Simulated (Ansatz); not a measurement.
# BSiP+ (quartet): wave-function methods side by side, cc-pVDZ

An exercise on one series of results from a longer session: the logs are not shown, and one member is left open.

Method: cc-pVDZ, core rule «outside noble gas», up to 11 orbitals frozen; program: Ansatz 0.2.0, Gaussian basis.

To be run: UHF; CCSD(T) on ROHF; CCSD(T) on UHF; BCCD(T) on ROHF; CISD as a restricted active space (open shells left free, so some higher excitations enter); CCSDT(Q) on ROHF; CCSDT(Q) on UHF.

29 further runs of the same task are left out: 5 for a known fault of the program, 9 that didn't finish, 15 set aside as unsound or not needed. Runs told in other sessions of the task aren't counted.

**The system**

The geometry is a PBE0/def2-TZVP stationary point (not a proven minimum) of the parent state, kept for this charge and spin.

3 atoms, charge 1, spin multiplicity 4.

Atoms are counted from 1 here; the program's logs count them from 0.

Bond lengths: B1–P2 1.813 Å, B1–Si3 2.032 Å, P2–Si3 2.135 Å. Angles: P2–B1–Si3 67.2°, B1–P2–Si3 61.3°, B1–Si3–P2 51.5°.

Set-up of the first run:

Input file in.yaml:

```yaml
crystal:
  periodic: [false, false, false]
  atoms:
    - {symbol: B, position_ang: [0.000000, -1.336957, 0.188448]}
    - {symbol: P, position_ang: [0.000000, 0.294228, 0.979363]}
    - {symbol: Si, position_ang: [0.000000, 0.190151, -1.152618]}
basis:
  gaussian: {orbitals: cc-pVDZ}
total_charge: 1
magnetization: {spin_polarized: true, initial_magnetization: 3}
hamiltonian: {xc: hf}
output: {orbitals: {seedname: orbitals}}
```

The run is started by

```
$ ansatz run in.yaml --threads 1 --pin off --events-out ev --progress --plain --max-ram 2393MiB
```

Among the steps run: UHF; CCSD(T) on ROHF; CCSD(T) on UHF; BCCD(T) on ROHF; CISD as a restricted active space (open shells left free, so some higher excitations enter); CCSDT(Q) on ROHF; CCSDT(Q) on UHF.

One of the session's tables, all rows but one given; the rest of the session is left out.

```
   method  from RCCSDT(Q) (meV)
     ROHF               +7427.5
      UHF               +7155.6
     RMP2               +1141.2
     UMP2               +1258.9
     CISD               +1136.3
    RCCSD                +537.4
    UCCSD                +524.5
 RCCSD(T)                 +80.5
 UCCSD(T)                 +85.8
  BCCD(T)                 +80.1
   RCCSDT                     ?
   UCCSDT                 +41.4
RCCSDT(Q)                     0
UCCSDT(Q)                  -3.6
```

Estimate the missing values for RCCSDT.

The run gave: from RCCSDT(Q) (meV): +44.5. In the column «from RCCSDT(Q) (meV)» it lies between UCCSDT (+41.4) and BCCD(T) (+80.1).

Limits of these values: Restricted and unrestricted rows rest on different reference determinants; a gap between their highest levels can come from leftover correlation error, from unlike frozen cores or from another state.
